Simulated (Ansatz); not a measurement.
A structure relaxed at B3LYP-D4/def2-TZVP in Ansatz, charge 0, singlet:

```
atom   x (Å)   y (Å)   z (Å)
  B1   0.145   0.856  -0.177
  S2   0.344  -1.148   0.083
  H3  -0.199  -1.358   1.297
  H4  -0.730  -1.651  -0.554
  H5   0.991   1.247   0.583
  H6  -0.990   1.111   0.108
  H7   0.440   0.942  -1.340
```

Give its formula, name or SMILES and point group.

B(H2S)H3 (BH₅S). Point group Cs (tolerance 0.1 Å).

Summarise the bond lengths by kind (pairs closer than 1.2 times the sum of covalent radii, bridged metal pairs left out).

1 × B–S 2.03 Å; 3 × B–H 1.20 Å; 2 × H–S 1.35 Å.
